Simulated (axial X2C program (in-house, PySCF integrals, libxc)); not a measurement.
## Which functional? An output for PF

An SCF output computed with an axial X2C code built on PySCF integrals for PF at 1.611 Å, two-component, state Ω = 1, P dyall-v3z [8s7p2d1f], F dyall-av3z [7s6p3d2f] (cores contracted in-house), without its first line:

```
basis functions 100  fitting functions 566  grid points 4352
iter        total energy     max residual
   1       -441.855753878     4.76e-06
   2       -441.855753879     4.64e-06
converged
one-electron -700.35661507  Coulomb 247.77425483  exact exchange -8.19400667  xc functional -25.36933138  nuclear repulsion 44.34445902  atomic mean-field constant -0.05451461
```

Problem. Which level of theory produced it?
A. PBE0
B. HF
C. PBE

Solution. A. The exact-exchange term against the functional term shows a share of 0.25 of exact exchange.
